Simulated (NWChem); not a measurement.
System: fluoromethane (CH3F); SMILES CF

Here is an NWChem input.

```
start job
memory heap 200 mb stack 900 mb global 1100 mb
geometry units angstroms noautosym nocenter noautoz
  C      0.000000     0.000000    -0.611604
  F      0.000000     0.000000     0.770923
  H      0.730378     0.730378    -0.979452
  H      0.267337    -0.997715    -0.979452
  H     -0.997715     0.267337    -0.979452
end
basis spherical
  * library def2-svp
end
dft
  xc r2scan
  iterations 150
end
task dft gradient
```

NWChem printed, in part:

```
             Northwest Computational Chemistry Package (NWChem) 7.3.0
             --------------------------------------------------------

                             Geometry "geometry" -> ""
                             -------------------------

 Output coordinates in angstroms (scale by  1.889725989 to convert to a.u.)

  No.       Tag          Charge          X              Y              Z
 ---- ---------------- ---------- -------------- -------------- --------------
    1 C                    6.0000     0.00000000     0.00000000    -0.61160400
    2 F                    9.0000     0.00000000     0.00000000     0.77092300
    3 H                    1.0000     0.73037800     0.73037800    -0.97945200
    4 H                    1.0000     0.26733700    -0.99771500    -0.97945200
    5 H                    1.0000    -0.99771500     0.26733700    -0.97945200

 Effective nuclear repulsion energy (a.u.)      37.2736461725

                                 NWChem DFT Module
                                 -----------------

 Summary of "ao basis" -> "ao basis" (spherical)
 ------------------------------------------------------------------------------
       Tag                 Description            Shells   Functions and Types
 ---------------- ------------------------------  ------  ---------------------
 C                          def2-svp                 6       14   3s2p1d
 F                          def2-svp                 6       14   3s2p1d
 H                          def2-svp                 3        5   2s1p

            General Information
            -------------------
          SCF calculation type: DFT
          Wavefunction type:  closed shell.
          No. of atoms     :     5
          No. of electrons :    18
           Alpha electrons :     9
            Beta electrons :     9
          Charge           :     0
          Spin multiplicity:     1
          Use of symmetry is: off; symmetry adaption is: off
          Maximum number of iterations: 150
          AO basis - number of functions:    43
                     number of shells:    21
          Convergence on energy requested:  1.00D-06
          Convergence on density requested:  1.00D-05
          Convergence on gradient requested:  5.00D-04

              XC Information
              --------------
                      r^2SCAN Method XC Functional
               r^2SCAN metaGGA Exchange Functional  1.000
                     r^2SCAN Correlation Potential  1.000

             Grid Information
             ----------------
          Grid used for XC integration:  medium
          Radial quadrature: Mura-Knowles
          Angular quadrature: Lebedev.
          Tag              B.-S. Rad. Rad. Pts. Rad. Cut. Ang. Pts.
          ---              ---------- --------- --------- ---------
          C                   0.70       49           6.0       434
          F                   0.50       49           7.0       434
          H                   0.35       45           7.0       434
          Grid pruning is: on
          Number of quadrature shells:   233
          Spatial weights used:  Erf1

      Superposition of Atomic Density Guess
      -------------------------------------

 Sum of atomic energies:        -138.41515892

      Non-variational initial energy
      ------------------------------

 Total energy =    -139.062398
 1-e energy   =    -264.488997
 2-e energy   =      88.152953
 HOMO         =      -0.441179
 LUMO         =       0.133279

   convergence    iter        energy       DeltaE   RMS-Dens  Diis-err
 ---------------- ----- ----------------- --------- --------- ---------
 d= 0,ls=0.0,diis     1   -139.5197791096 -1.77D+02  1.75D-02  3.26D-01
 d= 0,ls=0.0,diis     2   -139.4929895482  2.68D-02  9.76D-03  6.87D-01
 d= 0,ls=0.0,diis     3   -139.5556123073 -6.26D-02  1.09D-03  9.95D-03
 d= 0,ls=0.0,diis     4   -139.5562195239 -6.07D-04  5.49D-04  1.15D-03
 d= 0,ls=0.0,diis     5   -139.5563327817 -1.13D-04  1.27D-04  6.01D-05
  Resetting Diis
 d= 0,ls=0.0,diis     6   -139.5563404025 -7.62D-06  3.99D-06  6.17D-08
 d= 0,ls=0.0,diis     7   -139.5563404099 -7.33D-09  1.35D-06  1.88D-09

         Total DFT energy =     -139.556340409863
      One electron energy =     -266.168122966565
           Coulomb energy =      106.260974947460
    Exchange-Corr. energy =      -16.922838563227
 Nuclear repulsion energy =       37.273646172468

 Numeric. integr. density =       18.000001035601

                       DFT Final Molecular Orbital Analysis
                       ------------------------------------

 Vector    7  Occ=2.000000D+00  E=-4.360868D-01
              MO Center= -9.6D-02, -9.6D-02, -2.4D-01, r^2= 1.4D+00
   Bfn.  Coefficient  Atom+Function         Bfn.  Coefficient  Atom+Function
  ----- ------------  ---------------      ----- ------------  ---------------
     4      0.273938  1 C  px                 5     -0.273938  1 C  py
    18     -0.256191  2 F  px                19      0.256190  2 F  py
    34      0.232098  4 H  s                 39     -0.232098  5 H  s
    21      0.166177  2 F  px                22     -0.166177  2 F  py
     7      0.119135  1 C  px                 8     -0.119134  1 C  py

[...]

                         DFT ENERGY GRADIENTS

    atom               coordinates                        gradient
                 x          y          z           x          y          z
   1 C       0.000000   0.000000  -1.155764   -0.000000  -0.000000  -0.009896
   2 F       0.000000   0.000000   1.456833    0.000006   0.000006   0.005679
   3 H       1.380214   1.380214  -1.850896   -0.002637  -0.002637   0.001405
   4 H       0.505194  -1.885408  -1.850896   -0.000964   0.003595   0.001406
   5 H      -1.885408   0.505194  -1.850896    0.003595  -0.000964   0.001406
```

Level: r2SCAN/def2-SVP. Geometry: optimised at B3LYP/6-31G* (spherical d).
